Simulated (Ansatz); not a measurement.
# BNH₃ (quartet): from Hartree-Fock to the top rungs at distance B1–H4 along a hydrogen transfer = 1.729 Å, cc-pVDZ

An exercise on one series of results from a longer session: the logs are not shown, and one member is left open.

The runs use Ansatz 0.2.0, Gaussian basis; cc-pVDZ, core rule «outside noble gas», up to 2 orbitals frozen.

The runs, in order: UHF; CCSD(T) on ROHF; CCSD(T) on UHF; BCCD(T) on ROHF; CISD; CCSDT(Q) on ROHF; CCSDT(Q) on UHF; CASSCF and MRCISD+Q, 5 electrons in 5 orbitals; CASSCF and NEVPT2, 5 electrons in 5 orbitals.

16 further runs of the same task are left out: 4 for a known fault of the program, 10 that didn't finish, 2 set aside as unsound or not needed.

## The geometry

The geometry derives from fragments relaxed apart (PBE0/def2-TZVP) and kept rigid, so it is no stationary point. A hydrogen atom is moved between rigid fragments.

5 atoms, charge 0, spin multiplicity 4.

Atoms are counted from 1 here; the program's logs count them from 0.

Bond lengths: B1–H2 1.193 Å, B1–H3 1.193 Å, H4–N5 1.129 Å. Angles: H2–B1–H3 120.0°.

Geometry (Å):

```xyz
5
charge 0, multiplicity 4
B    -1.4572    0.0000    0.0000
H    -2.0539    1.0336    0.0000
H    -2.0539   -1.0336    0.0000
H     0.2718    0.0000    0.0000
N     1.4008    0.0000    0.0000
```

The first run:

in.yaml

```yaml
crystal:
  periodic: [false, false, false]
  atoms:
    - {symbol: B, position_ang: [-1.457210, 0.000000, 0.000000]}
    - {symbol: H, position_ang: [-2.053943, 1.033571, 0.000000]}
    - {symbol: H, position_ang: [-2.053943, -1.033571, 0.000000]}
    - {symbol: H, position_ang: [0.271790, 0.000000, 0.000000]}
    - {symbol: N, position_ang: [1.400790, 0.000000, 0.000000]}
basis:
  gaussian: {orbitals: cc-pVDZ}
magnetization: {spin_polarized: true, initial_magnetization: 3}
hamiltonian: {xc: hf}
output: {orbitals: {seedname: orbitals}}
```

Command:

```bash
ansatz run in.yaml --threads 1 --pin off --events-out ev --progress --plain --max-ram 2393MiB
```

Among the steps run: UHF; CCSD(T) on ROHF; CCSD(T) on UHF; BCCD(T) on ROHF; CISD; CCSDT(Q) on ROHF; CCSDT(Q) on UHF; CASSCF and MRCISD+Q, 5 electrons in 5 orbitals; CASSCF and NEVPT2, 5 electrons in 5 orbitals.

One of the session's tables, all rows but one given; the rest of the session is left out.

It belongs to the step «Misses and costs». 

```
     method  from UCCSDT(Q) (meV)
       ROHF                     ?
        UHF               +6089.9
       RMP2               +1240.8
       UMP2               +1246.6
       CISD                +531.1
      RCCSD                +138.8
      UCCSD                +131.9
   RCCSD(T)                 +30.2
   UCCSD(T)                 +28.8
    BCCD(T)                 +30.4
     RCCSDT                  +7.3
     UCCSDT                  +5.5
  RCCSDT(Q)                  +1.7
  UCCSDT(Q)                     0
CASSCF pair               +5663.8
NEVPT2 pair               +1158.3
```

**Question.** Estimate the row for ROHF.

The run gave: from UCCSDT(Q) (meV): +6455.2. In the column «from UCCSDT(Q) (meV)» it is the highest.

Not comparable, so not listed: CASSCF and MRCISD+Q, 5 electrons in 5 orbitals (they don't share determinant, frozen orbitals or solution with the rows shown, or repeat one).

Caveats from the session: Restricted and unrestricted rows rest on different reference determinants; where their highest levels disagree by more than a few hundredths of an eV, they describe different states and don't form one ladder. Warnings in the runs' records: passed over end.
